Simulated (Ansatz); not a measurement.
# C2Cl2O2: the cost of one run

Computed with Ansatz 0.2.0, Gaussian basis. Level: the settings change from run to run.

## Step 1: The geometry

The geometry comes from an earlier relaxation with PBE0-D4 in a triple-zeta def2 set; it is a stationary point.

SMILES `O=C(Cl)C(=O)Cl`, 6 atoms, charge 0, spin multiplicity 1.

Atoms are counted from 1 here; the program's logs count them from 0.

Bond lengths: O1–C2 1.178 Å, C2–Cl3 1.738 Å, C2–C4 1.550 Å, C4–O5 1.178 Å, C4–Cl6 1.738 Å. Angles: O1–C2–Cl3 124.1°, O1–C2–C4 124.2°, Cl3–C2–C4 111.7°, C2–C4–O5 124.2°, C2–C4–Cl6 111.7°, O5–C4–Cl6 124.1°.

## Step 2: BHLYP/ANO-RCC-VTZP

This run has charge -1, multiplicity 2, high accuracy, the search for lower states set to light.

Contents of in.yaml:

```yaml
crystal:
  periodic: [false, false, false]
  atoms:
    - {symbol: O, position_ang: [-0.669153, 0.058569, -1.600751]}
    - {symbol: C, position_ang: [-0.366840, -0.394714, -0.556692]}
    - {symbol: Cl, position_ang: [-0.689962, -2.033795, -0.075826]}
    - {symbol: C, position_ang: [0.367607, 0.394469, 0.556362]}
    - {symbol: O, position_ang: [0.675628, -0.060645, 1.597953]}
    - {symbol: Cl, position_ang: [0.682730, 2.036117, 0.078954]}
basis:
  gaussian: {orbitals: ANO-RCC-VTZP}
total_charge: -1
magnetization: {spin_polarized: true, initial_magnetization: 1}
hamiltonian: {xc: {name: BHLYP}}
accuracy: high
scf: {lower_state_search: light}
```

Started as:

```
> ansatz run in.yaml --threads 4 --pin off --events-out ev --progress --plain --max-ram 10444MiB
```

What time and memory should one allow on 4 threads of Arm Neoverse V1, shared host?

About 66 s, with a peak of 1.4 GiB.
